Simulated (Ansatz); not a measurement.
Level of theory: Ansatz (a program for electronic structure) with B3LYP-D3(BJ)/def2-TZVP. No frequencies were computed at this level.

Ansatz 0.2 input:
```yaml
crystal:
  periodic: [false, false, false]
  atoms:
    - { symbol: C, position_ang: [0.632957, 0.110369, -0.142826] }
    - { symbol: C, position_ang: [-0.632944, -0.110334, 0.142913] }
    - { symbol: H, position_ang: [0.967207, 1.038999, -0.576043] }
    - { symbol: H, position_ang: [1.397202, -0.626793, 0.042303] }
    - { symbol: H, position_ang: [-1.397207, 0.62678, -0.042338] }
    - { symbol: H, position_ang: [-0.967215, -1.039021, 0.57599] }
basis:
  gaussian: { orbitals: def2-tzvp }
hamiltonian:
  xc: b3lyp
  dispersion: d3bj
relax:
  max_steps: 150
```

Output:

```
Functional definition: B3LYP
536 factors; their error is unknown
mean field evaluation 1: about -2133.4215 eV, gradient 5.0e1 eV
mean field evaluation 2: about -2130.9880 eV, gradient 5.7e1 eV
mean field evaluation 4: about -2139.4662 eV, gradient 3.5e-1 eV
mean field evaluation 8: about -2139.4565 eV, gradient 2.6e-3 eV
mean field -2139.45648868 eV, -78.6235757834 hartree, gradient 7.7e-6 eV, S^2 0.000000; 0 other end points of the search recorded, 0 dependent functions left out
reference -2139.45667799 eV, -78.6235827404 hartree; 8, 8 occupied and 78, 78 virtual orbitals, 536 factors
relax step   1: F+E_penalty+E_count = -2139.56396427 eV  Δ(F+E_penalty+E_count) = +0.000e0 eV  max|allowed force component| = 3.273e-1 eV/Å  Δτ_max = 0.0000 Å  (24 SCF iters, accepted)
these checks for a lower state are left out or cut short: starts, cluster_reference, orbital_swaps, neighbouring_geometries, increment
536 factors; their error is unknown
mean field evaluation 16: about -2139.4709 eV, gradient 5.9e-4 eV
mean field -2139.46085990 eV, -78.6237364226 hartree, gradient 7.1e-6 eV, S^2 0.000000; 0 other end points of the search recorded, 0 dependent functions left out
reference -2139.46104967 eV, -78.6237433965 hartree; 8, 8 occupied and 78, 78 virtual orbitals, 536 factors
relax step   2: F+E_penalty+E_count = -2139.56822767 eV  Δ(F+E_penalty+E_count) = -4.263e-3 eV  max|allowed force component| = 8.442e-2 eV/Å  Δτ_max = 0.0058 Å  (28 SCF iters, accepted)
these checks for a lower state are left out or cut short: starts, cluster_reference, orbital_swaps, neighbouring_geometries, increment
536 factors; their error is unknown
mean field -2139.46093676 eV, -78.6237392472 hartree, gradient 7.9e-6 eV, S^2 0.000000; 0 other end points of the search recorded, 0 dependent functions left out
reference -2139.46112655 eV, -78.6237462220 hartree; 8, 8 occupied and 78, 78 virtual orbitals, 536 factors
relax step   3: F+E_penalty+E_count = -2139.56833113 eV  Δ(F+E_penalty+E_count) = -1.035e-4 eV  max|allowed force component| = 1.062e-1 eV/Å  Δτ_max = 0.0041 Å  (29 SCF iters, accepted)
these checks for a lower state are left out or cut short: starts, cluster_reference, orbital_swaps, neighbouring_geometries, increment
536 factors; their error is unknown
mean field evaluation 32: about -2139.4713 eV, gradient 1.9e-4 eV
mean field -2139.46121827 eV, -78.6237495924 hartree, gradient 7.2e-6 eV, S^2 0.000000; 0 other end points of the search recorded, 0 dependent functions left out
reference -2139.46140825 eV, -78.6237565742 hartree; 8, 8 occupied and 78, 78 virtual orbitals, 536 factors
relax step   4: F+E_penalty+E_count = -2139.56857804 eV  Δ(F+E_penalty+E_count) = -2.469e-4 eV  max|allowed force component| = 1.014e-2 eV/Å  Δτ_max = 0.0024 Å  (28 SCF iters, accepted)
these checks for a lower state are left out or cut short: starts, cluster_reference, orbital_swaps, neighbouring_geometries, increment
536 factors; their error is unknown
mean field -2139.46123586 eV, -78.6237502388 hartree, gradient 7.2e-6 eV, S^2 0.000000; 0 other end points of the search recorded, 0 dependent functions left out
reference -2139.46142582 eV, -78.6237572200 hartree; 8, 8 occupied and 78, 78 virtual orbitals, 536 factors
relax step   5: F+E_penalty+E_count = -2139.56859201 eV  Δ(F+E_penalty+E_count) = -1.397e-5 eV  max|allowed force component| = 2.144e-4 eV/Å  Δτ_max = 0.0009 Å  (28 SCF iters, accepted)
536 factors; their error is unknown
mean field evaluation 64: about -2139.4612 eV, gradient 2.1e-4 eV
mean field -2139.46123586 eV, -78.6237502388 hartree, gradient 7.2e-6 eV, S^2 0.000000; 1 other end points of the search recorded, 0 dependent functions left out
reference -2139.46142582 eV, -78.6237572200 hartree; 8, 8 occupied and 78, 78 virtual orbitals, 536 factors
Total energy: -2139.56878198 eV, -78.6277024860 hartree
Atom 0 at     0.636905     0.111037    -0.143772 Å, force     0.000214     0.000066     0.000042 eV/Å
Atom 1 at    -0.636908    -0.111046     0.143753 Å, force    -0.000188     0.000005     0.000130 eV/Å
Atom 2 at     0.968051     1.046179    -0.579088 Å, force     0.000014    -0.000068    -0.000018 eV/Å
Atom 3 at     1.401514    -0.633054     0.044240 Å, force    -0.000016     0.000037    -0.000072 eV/Å
Atom 4 at    -1.401511     0.633060    -0.044228 Å, force     0.000001    -0.000078    -0.000027 eV/Å
Atom 5 at    -0.968049    -1.046176     0.579094 Å, force    -0.000026     0.000038    -0.000055 eV/Å
Dipole moment:     0.000001     0.000004     0.000009 e Å
```

Cost: very roughly 7 core-seconds.
